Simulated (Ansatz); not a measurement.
System (SMILES): O (H2O).
Atoms: O1, H2, H3. Bonds: O1-H2, O1-H3.

Basis-set convergence of the lowest harmonic wavenumber at MP2 with Ansatz (a program for electronic structure). Each level at its own minimum, finite differences of forces, unscaled; the reference is a large set that could be run, not a limit. Cartesian d functions, on some or all atoms, in 6-31G*; all else is spherical. Cores are frozen. No added dispersion term, no relativity. Reference: the value in aug-cc-pVQZ, 1632 cm⁻¹, itself unsure by roughly 6 cm⁻¹ (its mean distance from def2-QZVPP, cc-pVQZ, aug-cc-pVTZ). Deviations are taken from unrounded values.

```csv
basis,functions,lowest harmonic wavenumber (cm⁻¹),minus reference (cm⁻¹)
6-31G*,19,1735,103
cc-pVDZ,24,1678,45
def2-SVP,24,1655,22
6-311G**,30,1667,35
6-311+G**,34,1628,-4
aug-cc-pVDZ,41,1622,-10
cc-pVTZ,58,1652,20
pcseg-2,58,1638,6
def2-TZVPP,59,1647,14
jun-cc-pV(T+d)Z,67,1634,2
"6-311++G(3df,3pd)",75,1624,-8
aug-cc-pVTZ,92,1628,-4
def2-QZVPP,117,1637,5
```
